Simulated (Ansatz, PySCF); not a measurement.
Complex: CHN (SMILES C#N) (first 3 atoms) with CH4S (SMILES CS); geometry from NCB31 set.
(charge 0, multiplicity 1):
```xyz
9

C      1.99644     0.05718    -0.00648
N      2.98022     0.65834     0.10945
H      1.07234    -0.48519    -0.10642
S     -1.51440    -0.79999    -0.11698
C     -1.57014     1.01297     0.01161
H     -1.55458    -1.05260     1.20049
H     -1.54556     1.39238    -1.01020
H     -0.70866     1.40255     0.55310
H     -2.49315     1.33992     0.48665
```

Basis-set superposition error: the interaction energy with monomers in their own basis, and in the dimer's basis (counterpoise).

Programs: Ansatz (Gaussian orbitals); PySCF for 6-31G* rows. Values without a source in brackets are computed.

```json
[
 {"level": "HF/aug-cc-pV(D+d)Z", "uncorrected (kcal/mol)": "-2.19", "counterpoise (kcal/mol)": "-1.76", "difference": "0.43"},
 {"level": "SVWN5/def2-TZVPPD", "uncorrected (kcal/mol)": "-5.83", "counterpoise (kcal/mol)": "-5.73", "difference": "0.11"},
 {"level": "PBE/def2-TZVPPD", "uncorrected (kcal/mol)": "-3.46", "counterpoise (kcal/mol)": "-3.38", "difference": "0.08"},
 {"level": "BLYP/def2-TZVPPD", "uncorrected (kcal/mol)": "-2.13", "counterpoise (kcal/mol)": "-2.05", "difference": "0.09"},
 {"level": "r2SCAN/def2-TZVPPD", "uncorrected (kcal/mol)": "-3.52", "counterpoise (kcal/mol)": "-3.46", "difference": "0.06"},
 {"level": "wB97X-V/def2-TZVPPD", "uncorrected (kcal/mol)": "-3.80", "counterpoise (kcal/mol)": "-3.73", "difference": "0.07"},
 {"level": "wB97M-V/def2-TZVPPD", "uncorrected (kcal/mol)": "-3.79", "counterpoise (kcal/mol)": "-3.70", "difference": "0.09"},
 {"level": "B2PLYP/def2-TZVPPD", "uncorrected (kcal/mol)": "-3.16", "counterpoise (kcal/mol)": "-2.97", "difference": "0.18"},
 {"level": "MP2/6-31G*", "uncorrected (kcal/mol)": "-3.33", "counterpoise (kcal/mol)": "-2.43", "difference": "0.91"},
 {"level": "CCSD(T)/aug-cc-pV(D+d)Z", "uncorrected (kcal/mol)": "-4.39", "counterpoise (kcal/mol)": "-3.00", "difference": "1.38"}
]
```

The error is largest for CCSD(T)/aug-cc-pV(D+d)Z (1.38 kcal/mol) and smallest for r2SCAN/def2-TZVPPD (0.06 kcal/mol).

Ansatz is a program for electronic structure.
